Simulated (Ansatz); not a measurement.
# SiNHF+ (triplet): the correlation ladder, def2-QZVPP

One table from this session's results is given with a row withheld; the runs are named, their logs left out.

Method: def2-QZVPP, core rule «outside noble gas», up to 7 orbitals frozen; program: Ansatz 0.2.0, Gaussian basis.

To be run: UHF; ROHF; CCSD(T) on UHF.

## What is computed

The geometry is a PBE0/def2-TZVP stationary point (not a proven minimum) of the parent state, kept for this charge and spin.

4 atoms, charge 1, spin multiplicity 3.

Atoms are counted from 1 here; the program's logs count them from 0.

Bond lengths: F1–Si3 1.600 Å, N2–Si3 1.831 Å, Si3–H4 1.500 Å. Angles: F1–Si3–N2 105.3°, F1–Si3–H4 106.8°, N2–Si3–H4 106.4°.

The first run:

in.yaml reads:

```yaml
crystal:
  periodic: [false, false, false]
  atoms:
    - {symbol: F, position_ang: [0.072839, -0.480480, 1.191357]}
    - {symbol: N, position_ang: [0.078200, -0.504380, -1.538768]}
    - {symbol: Si, position_ang: [-0.125489, 0.523752, -0.037976]}
    - {symbol: H, position_ang: [1.037026, 1.471534, -0.014144]}
basis:
  gaussian: {orbitals: "def2-QZVPP.json"}
total_charge: 1
magnetization: {spin_polarized: true, initial_magnetization: 2}
hamiltonian: {xc: hf}
output: {orbitals: {seedname: orbitals}}
```

The run is started by

```console
> ansatz run in.yaml --threads 1 --pin off --events-out ev --progress --plain --max-ram 2393MiB
```

Among the steps run: UHF; ROHF; CCSD(T) on UHF.

One table of the session follows, with a row left open; its other results are not shown here.

| method | from UCCSD(T) (kJ/mol) |
| --- | --- |
| ROHF | +1479.1 |
| UHF | +1434.1 |
| UMP2 | +163.5 |
| UCCSD | ? |
| UCCSD(T) | 0 |

Q: Estimate the row for UCCSD from the others.

As computed: from UCCSD(T) (kJ/mol): +56.0. In the column «from UCCSD(T) (kJ/mol)» it lies between UCCSD(T) (0) and UMP2 (+163.5).

To keep in mind: The determinant is far from a pure spin state, so its energy mixes those of several spin states (harmless only where they are near-degenerate, as at dissociation).
